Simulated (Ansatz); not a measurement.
Gas-phase reaction in SMILES: Cl (HCl) → Cl atom + H atom (the Cl-H bond breaks)

Property: bond dissociation energy (enthalpy at 298 K), in kcal/mol. Set-up: 6-311+G** with 5d, 6d on Na to Ar in Ansatz (an electronic-structure program); non-relativistic; valence correlation only; UHF or UKS for open shells; 6-31G* and kin with 6d, 5d where marked; LANL2DZ with its own core potentials from Na on; no spin-orbit coupling. CBS marks a two-point X^-3 extrapolation of the correlation energy; Hartree-Fock from the larger set (for Q and 5 zeta extrapolated as (X+1)exp(-9√X)). First-principles rows: single points at B3LYP-D3(BJ) geometries (Ansatz), with unscaled harmonic terms from B3LYP/6-31G* at its own minima.

Measured values: Active Thermochemical Tables 1.112 (ions: stationary electron), as tabulated in the package chemicals; they hold spin-orbit and core effects, anharmonicity. 

Value to compare with, the measured value: 103.1 kcal/mol.

```json
[
 {"level": "B3LYP/STO-3G", "program": "Ansatz", "bond dissociation energy (enthalpy at 298 K) (kcal/mol)": "104.9", "error": "1.8"},
 {"level": "B3LYP/3-21G", "program": "Ansatz", "bond dissociation energy (enthalpy at 298 K) (kcal/mol)": "88.0", "error": "-15.1"},
 {"level": "B3LYP/LANL2DZ", "program": "Ansatz", "bond dissociation energy (enthalpy at 298 K) (kcal/mol)": "87.0", "error": "-16.1"},
 {"level": "B3LYP/6-31G", "program": "Ansatz", "bond dissociation energy (enthalpy at 298 K) (kcal/mol)": "87.0", "error": "-16.1"},
 {"level": "B3LYP/6-31G*", "program": "Ansatz", "bond dissociation energy (enthalpy at 298 K) (kcal/mol)": "96.6", "error": "-6.5"},
 {"level": "B3LYP/6-31+G*", "program": "Ansatz", "bond dissociation energy (enthalpy at 298 K) (kcal/mol)": "96.7", "error": "-6.4"},
 {"level": "B3LYP/6-31G**", "program": "Ansatz", "bond dissociation energy (enthalpy at 298 K) (kcal/mol)": "99.8", "error": "-3.3"},
 {"level": "B3LYP/def2-SVP", "program": "Ansatz", "bond dissociation energy (enthalpy at 298 K) (kcal/mol)": "98.8", "error": "-4.3"},
 {"level": "B3LYP/cc-pVDZ", "program": "Ansatz", "bond dissociation energy (enthalpy at 298 K) (kcal/mol)": "98.5", "error": "-4.6"},
 {"level": "B3LYP/6-311+G**", "program": "Ansatz", "bond dissociation energy (enthalpy at 298 K) (kcal/mol)": "100.1", "error": "-3.0"},
 {"level": "B3LYP/def2-TZVPD", "program": "Ansatz", "bond dissociation energy (enthalpy at 298 K) (kcal/mol)": "101.5", "error": "-1.6"},
 {"level": "CCSD(T)/CBS(cc-pV(Q+d)Z,cc-pV(5+d)Z)", "program": "Ansatz", "bond dissociation energy (enthalpy at 298 K) (kcal/mol)": "104.1", "error": "1.0"}
]
```

1 of the 10 habitual levels lie above the measured value; their mean absolute error is 7.7 kcal/mol, the median 5.5.

The sets are all those run for this method; runs whose electronic state is in doubt are left out.
